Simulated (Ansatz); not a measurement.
A nudged elastic band was laid between two geometries of AlClFH (4 atoms, charge 0, multiplicity 1).

These are results of Ansatz 0.2.0, RKS PBE0-D4/6-31G*, not measurements.

```
movable images  : 7
climbing image  : yes
spring          : 5.0 eV/Å²
optimiser       : quadratic models (default)
start path      : through a guess of the saddle point
force threshold : 0.05 eV/Å
iteration limit : 60
end points      : relaxed
```

Image 0:

```xyz
4
Properties=species:S:1:pos:R:3
Al 0.354 0.000 0.337
H 0.072 0.000 1.882
Cl 2.302 0.000 -0.422
F -0.894 0.000 -0.737
```

Image 8:

```xyz
4
Properties=species:S:1:pos:R:3
Al -1.617 0.000 -0.288
H 2.210 0.000 1.981
Cl 1.663 0.000 0.818
F -0.422 0.000 -1.453
```

(1) Which bonds break or form, and what moves?

(2) Give the energies along the band, and the barrier.

(3) What is the geometry of the highest image?

The band took 39 iterations and of the order of 5 core-minutes.

## Answers

(1) Bonds broken: Al1–H2, Al1–Cl3. Bonds formed: H2–Cl3. AlClFH becomes AlF + ClH.

(2) The forces met the threshold. The highest image is number 2 of 0 to 8, 70.6 kcal/mol above the first end and 19.8 kcal/mol above the last; the last end lies 50.8 kcal/mol above the first. Neighbouring images differ by up to 2.1 eV, so the band resolves the path poorly. A vibrational analysis at the climbing image gives one clearly imaginary mode, 1063i cm⁻¹: a first-order saddle point. The orbitals stay closed-shell, which can raise the energy where a bond breaks towards radicals; this wasn't checked here.

```csv
image,path coordinate (Å),energy (kcal/mol),Al1–H2 (Å),Al1–Cl3 (Å),H2–Cl3 (Å)
0,0.00,0.0,1.57,2.09,3.21
1,0.76,23.3,1.55,2.14,2.40
2,1.53,70.6,1.72,2.53,1.65
3,1.98,58.2,2.13,2.89,1.34
4,2.43,52.8,2.65,3.37,1.29
5,2.87,51.6,3.18,3.47,1.29
6,3.32,51.1,3.72,3.46,1.28
7,3.77,51.0,4.03,3.38,1.28
8,4.22,50.8,4.45,3.46,1.29
```

(3) 
```xyz
4
Properties=species:S:1:pos:R:3
Al -0.351 0.000 0.444
H 1.043 0.000 1.446
Cl 2.168 0.000 0.232
F -1.025 0.000 -1.062
```

Time of the run: 5.4 min on 1 thread of Arm Neoverse V2, on a shared host, peak memory 0.098 GiB.
